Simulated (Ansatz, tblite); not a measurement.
Cost and result up the ladder for Al(H2O)H3 (AlOH₅) (7 atoms). Charge 0, multiplicity 1. Geometry: PBE-D4/def2-TZVP.

| atom | x (Å) | y (Å) | z (Å) |
| --- | --- | --- | --- |
| Al1 | -0.171 | 0.496 | 0.728 |
| O2 | -0.040 | -0.840 | -0.839 |
| H3 | 0.863 | -1.207 | -0.848 |
| H4 | -0.169 | -0.389 | -1.693 |
| H5 | -1.564 | 0.101 | 1.409 |
| H6 | -0.121 | 1.830 | -0.174 |
| H7 | 1.201 | 0.009 | 1.418 |

Ansatz on 4 threads of Arm Neoverse V1 on a shared host; xTB runs through tblite on one thread. Times are rough, summed over both states, and most runs start from the orbitals of an earlier one. PBE0-D4/def2-TZVP serves as the yardstick here, not as an exact answer. The other state is a triplet.

The xTB rows come from tblite. HOMO above LUMO, or a gap near zero within one spin, warns that the state may not be the lowest or that an electron is smeared out.

Run but left out: PBE-D4/def2-TZVP (triplet: an occupied level 0.13 eV above an empty one).

xTB has no spin-polarisation term.

```csv
level,functions,wall time
GFN2-xTB,18,0.007 s
GFN1-xTB,23,0.01 s
r2SCAN-D4/def2-TZVP,98,3.4 s
PBE0-D4/def2-TZVP (with forces),98,3.6 s
```

Q: Estimate what each level gives for the vertical triplet (eV).

A: 
```csv
level,vertical triplet (eV),difference from PBE0-D4/def2-TZVP (eV),remarks
GFN2-xTB,6.51,0.88,–
GFN1-xTB,7.29,1.66,–
r2SCAN-D4/def2-TZVP,5.43,-0.20,gap within one spin near zero (triplet)
PBE0-D4/def2-TZVP (with forces),5.63,0.00,–
```
